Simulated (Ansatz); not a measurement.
# C₃H₆FN: one species, many methods

The task here is to estimate one member of a computed series from the others.

Program: Ansatz 0.2.0, Gaussian basis. Level of theory: functionals in def2-TZVPP, the program's frozen cores in correlated methods. These are calculated values, not measurements.

The runs, in order: PBE-D4, r2SCAN-D4, PBE0-D4, B3LYP-D4, ωB97X-V, ωB97M-V, B2PLYP; CCSD(T)/def2-TZVPP; MP2/def2-QZVPP; extrapolation to the limit.

**The relaxed structure**

All runs share one geometry, relaxed beforehand with PBE0-D4 in a triple-zeta def2 set.

SMILES `C=C(N)CF`, 11 atoms, charge 0, spin multiplicity 1.

Atoms are counted from 1 here; the program's logs count them from 0.

Bond lengths: C1–C2 1.335 Å, C1–H6 1.084 Å, C1–H7 1.081 Å, C2–N3 1.382 Å, C2–C4 1.494 Å, N3–H8 1.008 Å, N3–H9 1.007 Å, C4–F5 1.391 Å, C4–H10 1.095 Å, C4–H11 1.090 Å. Angles: C2–C1–H6 121.9°, C2–C1–H7 120.4°, H6–C1–H7 117.7°, C1–C2–N3 125.7°, C1–C2–C4 120.7°, N3–C2–C4 113.3°, C2–N3–H8 114.1°, C2–N3–H9 115.3°, H8–N3–H9 112.4°, C2–C4–F5 110.4°, C2–C4–H10 110.5°, C2–C4–H11 110.9°, F5–C4–H10 106.7°, F5–C4–H11 108.3°, H10–C4–H11 109.9°.

As a file:

| atom | x (Å) | y (Å) | z (Å) |
| --- | --- | --- | --- |
| C1 | -0.76090 | 1.27156 | 0.13915 |
| C2 | -0.05891 | 0.17129 | -0.14255 |
| N3 | 0.57788 | -0.09352 | -1.33986 |
| C4 | -0.01080 | -0.97120 | 0.81900 |
| F5 | 1.29580 | -1.42660 | 0.96497 |
| H6 | -0.87021 | 2.07972 | -0.57453 |
| H7 | -1.26679 | 1.36931 | 1.08937 |
| H8 | 1.39157 | -0.68248 | -1.25269 |
| H9 | 0.74581 | 0.70946 | -1.92408 |
| H10 | -0.59806 | -1.81515 | 0.44226 |
| H11 | -0.38010 | -0.66928 | 1.79936 |

The first run:

Contents of in.yaml:

```yaml
crystal:
  periodic: [false, false, false]
  atoms:
    - {symbol: C, position_ang: [-0.760898, 1.271561, 0.139153]}
    - {symbol: C, position_ang: [-0.058909, 0.171294, -0.142555]}
    - {symbol: N, position_ang: [0.577885, -0.093521, -1.339860]}
    - {symbol: C, position_ang: [-0.010797, -0.971204, 0.818998]}
    - {symbol: F, position_ang: [1.295796, -1.426602, 0.964973]}
    - {symbol: H, position_ang: [-0.870206, 2.079715, -0.574526]}
    - {symbol: H, position_ang: [-1.266792, 1.369306, 1.089372]}
    - {symbol: H, position_ang: [1.391566, -0.682480, -1.252687]}
    - {symbol: H, position_ang: [0.745807, 0.709457, -1.924084]}
    - {symbol: H, position_ang: [-0.598058, -1.815146, 0.442259]}
    - {symbol: H, position_ang: [-0.380095, -0.669278, 1.799357]}
basis:
  gaussian: {orbitals: def2-TZVPP}
hamiltonian: {xc: pbe, dispersion: d4}
output: {forces: true, orbitals: {seedname: orbitals}}
```

Run with:

```sh
ansatz run in.yaml --threads 4 --pin off --events-out ev --progress --plain --max-ram 10444MiB
```

Among the steps run: PBE-D4 (GGA); r2SCAN-D4 (meta-GGA); PBE0-D4 (hybrid); B3LYP-D4 (hybrid); ωB97X-V (range-separated); ωB97M-V (range-separated); B2PLYP (double hybrid); CCSD(T) in def2-TZVPP; MP2 in def2-QZVPP.

One of the session's tables, all rows but one given; the rest of the session is left out.

| method | atomisation energy (kJ/mol) |
| --- | --- |
| PBE-D4 | 4503.4 |
| r2SCAN-D4 | 4370.4 |
| PBE0-D4 | 4397.7 |
| B3LYP-D4 | 4378.2 |
| ωB97X-V | 4371.1 |
| ωB97M-V | ? |
| B2PLYP | 4327.7 |
| HF/def2-TZVPP | 3103.5 |
| MP2/def2-TZVPP | 4321.3 |
| CCSD/def2-TZVPP | 4169.2 |
| CCSD(T)/def2-TZVPP | 4240.2 |
| MP2/CBS | 4437.3 |
| CCSD(T)/CBS | 4356.2 |

**Question.** Estimate the row for ωB97M-V.

The run gave: atomisation energy (kJ/mol): 4379.8. In the column «atomisation energy (kJ/mol)» it lies between B3LYP-D4 (4378.2) and PBE0-D4 (4397.7).
